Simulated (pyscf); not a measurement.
Thermochemistry of product channels of H₂Si=S + HCl on the singlet surface, in kcal/mol, from ωB97M-D3(BJ)/def2-TZVP energies (ideal gas, 1 atm, RRHO with modes under 100 cm⁻¹ raised to 100, one conformer, R ln 2 for rigid chiral ones). Optimised with ωB97X-D3(BJ)/def2-SVP in PySCF.

| products | ΔE | ΔH(298 K) | ΔG(298 K) | ΔG(1200 K) |
|---|---|---|---|---|
| S=SiH–Cl + H₂ | (withheld) | -22.1 | -20.9 | -19.0 |
| HS–SiH₂–Cl | (withheld) | -49.9 | -41.0 | -15.3 |

Q: Some entries are withheld; supply them.

A: 
- S=SiH–Cl + H₂, ΔE: -21.1
- HS–SiH₂–Cl, ΔE: -51.7

These are energies of the channels, which say nothing of barriers.
